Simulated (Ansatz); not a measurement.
# SiPNH+ (quintet): the correlation ladder, cc-pVDZ

An exercise on one series of results from a longer session: the logs are not shown, and one member is left open.

Program: Ansatz 0.2.0, Gaussian basis. Level of theory: cc-pVDZ, core rule «outside noble gas», up to 11 orbitals frozen. These are calculated values, not measurements.

The runs, in order: UHF; CCSD(T) on ROHF; CCSD(T) on UHF; BCCD(T) on ROHF; CISD; CCSDT(Q) on ROHF; CCSDT(Q) on UHF; CASSCF and MRCISD+Q, 10 electrons in 11 orbitals; CASSCF and NEVPT2, 10 electrons in 11 orbitals.

31 further runs of the same task are left out: 16 that didn't finish, 15 set aside as unsound or not needed.

## What is computed

The geometry is a PBE0/def2-TZVP stationary point (not a proven minimum) of the parent state, kept for this charge and spin.

4 atoms, charge 1, spin multiplicity 5.

Atoms are counted from 1 here; the program's logs count them from 0.

Bond lengths: N1–Si2 1.684 Å, Si2–P3 2.147 Å, Si2–H4 1.486 Å. Angles: N1–Si2–P3 124.6°, N1–Si2–H4 115.7°, P3–Si2–H4 119.7°.

Geometry (Å):

```
atom   x (Å)    y (Å)    z (Å)
  N1  0.0000  -0.6537   1.9089
 Si2  0.0000   0.4249   0.6154
  P3  0.0000  -0.1504  -1.4531
  H4  0.0000   1.8658   0.9782
```

Set-up of the first run:

File in.yaml:

```yaml
crystal:
  periodic: [false, false, false]
  atoms:
    - {symbol: N, position_ang: [0.000000, -0.653684, 1.908908]}
    - {symbol: Si, position_ang: [0.000000, 0.424943, 0.615445]}
    - {symbol: P, position_ang: [0.000000, -0.150432, -1.453120]}
    - {symbol: H, position_ang: [0.000000, 1.865832, 0.978241]}
basis:
  gaussian: {orbitals: cc-pVDZ}
total_charge: 1
magnetization: {spin_polarized: true, initial_magnetization: 4}
hamiltonian: {xc: hf}
output: {orbitals: {seedname: orbitals}}
```

The run is started by

```console
> ansatz run in.yaml --threads 1 --pin off --events-out ev --progress --plain --max-ram 2393MiB
```

Steps of the session up to this table: UHF; CCSD(T) on ROHF; CCSD(T) on UHF; BCCD(T) on ROHF; CISD; CCSDT(Q) on ROHF; CCSDT(Q) on UHF; CASSCF and MRCISD+Q, 10 electrons in 11 orbitals; CASSCF and NEVPT2, 10 electrons in 11 orbitals.

One of the session's tables, all rows but one given; the rest of the session is left out.

```
          method  from UCCSDT(Q) (kcal/mol)
            ROHF                    +191.59
             UHF                          ?
            RMP2                     +36.89
            UMP2                     +37.78
            CISD                     +24.23
           RCCSD                      +7.00
           UCCSD                      +6.85
        RCCSD(T)                      +1.63
        UCCSD(T)                      +1.62
         BCCD(T)                      +1.60
          RCCSDT                      +0.44
          UCCSDT                      +0.41
       RCCSDT(Q)                      +0.06
       UCCSDT(Q)                          0
  CASSCF valence                    +151.97
  NEVPT2 valence                     +32.24
  MRCISD valence                     +15.59
MRCISD+Q valence                      +1.59
```

Q: Estimate the row for UHF from the others.

**Answer.** from UCCSDT(Q) (kcal/mol): +185.03. In the column «from UCCSDT(Q) (kcal/mol)» it lies between CASSCF valence (+151.97) and ROHF (+191.59).

Among the levels timed on like hardware and quicker than the yardstick, those that no quicker one beats, quickest first: UCCSD(T) (26 s, +1.62 kcal/mol); BCCD(T) (35 s, +1.60 kcal/mol); MRCISD+Q valence (59 s, +1.59 kcal/mol).

Caveats from the session: Of the multireference levels listed MRCISD+Q valence comes nearest in total energy (+1.59 kcal/mol), which doesn't show that its space is the better one. Restricted and unrestricted rows rest on different reference determinants; where their highest levels disagree by more than a few hundredths of an eV, they describe different states and don't form one ladder.
